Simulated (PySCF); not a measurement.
Simulated outer-valence photoelectron spectrum of `FCOC(F)F`. Theory: EOM-IP-CCSD/aug-cc-pVDZ in PySCF, restricted Hartree–Fock reference, frozen core, non-relativistic, gas phase, PBE0-D3(BJ)/def2-SVP geometry.

Each root has a Gaussian of 0.3 eV full width with its one-hole share as area; cross sections and vibrations are left out, and the highest printed point is 100.

| ionisation energy (eV) | intensity |
| --- | --- |
| 12.1 | 1 |
| 12.2 | 5 |
| 12.3 | 21 |
| 12.4 | 46 |
| 12.5 | 54 |
| 12.6 | 35 |
| 12.7 | 18 |
| 12.8 | 27 |
| 12.9 | 50 |
| 13.0 | 53 |
| 13.1 | 31 |
| 13.2 | 10 |
| 13.3 | 2 |
| 13.4 | 0 |
| 13.5 | 0 |
| 13.6 | 0 |
| 13.7 | 0 |
| 13.8 | 0 |
| 13.9 | 0 |
| 14.0 | 2 |
| 14.1 | 12 |
| 14.2 | 41 |
| 14.3 | 83 |
| 14.4 | 100 |
| 14.5 | 73 |
| 14.6 | 32 |
| 14.7 | 8 |
| 14.8 | 1 |
| 14.9 | 1 |
| 15.0 | 8 |
| 15.1 | 26 |
| 15.2 | 51 |
| 15.3 | 54 |
| 15.4 | 41 |
| 15.5 | 44 |
| 15.6 | 56 |
| 15.7 | 48 |
| 15.8 | 34 |
| 15.9 | 42 |
| 16.0 | 55 |
| 16.1 | 43 |
| 16.2 | 20 |
| 16.3 | 13 |
| 16.4 | 30 |
| 16.5 | 52 |
| 16.6 | 49 |
| 16.7 | 25 |
| 16.8 | 7 |
| 16.9 | 1 |

Problem. Where are the maxima, and how many lines lie under the curve?

Solution. 7 maxima, at 12.5, 13.0, 14.4, 15.3, 15.6, 16.0 and 16.5 eV, from 8 lines. At this width some lines have no maximum of their own.

Problem. List the lines with their holes.

Solution. 
```
E (eV)  leading hole (HF orbital)  area  Koopmans (eV)
 12.48                       HOMO  0.95          14.25
 12.96                     HOMO-1  0.96          14.51
 14.33                     HOMO-3  0.95          16.50
 14.44                     HOMO-2  0.95          16.40
 15.25                     HOMO-4  0.95          17.68
 15.62                     HOMO-5  0.95          17.84
 16.01                     HOMO-6  0.95          18.62
 16.54                     HOMO-7  0.95          19.06
```

The widest gap, 1.37 eV, lies between 12.96 and 14.33 eV. Only orbitals with −ε under 21 eV, eight at most, were ionised, so the high end of the curve may lack lines.

Conformer computed: `[F:1][CH2:2][O:3][CH:4]([F:5])[F:6]`: F1–C2–O3–C4 -71°, C2–O3–C4–F5 -72°.

One conformer stands for the species.
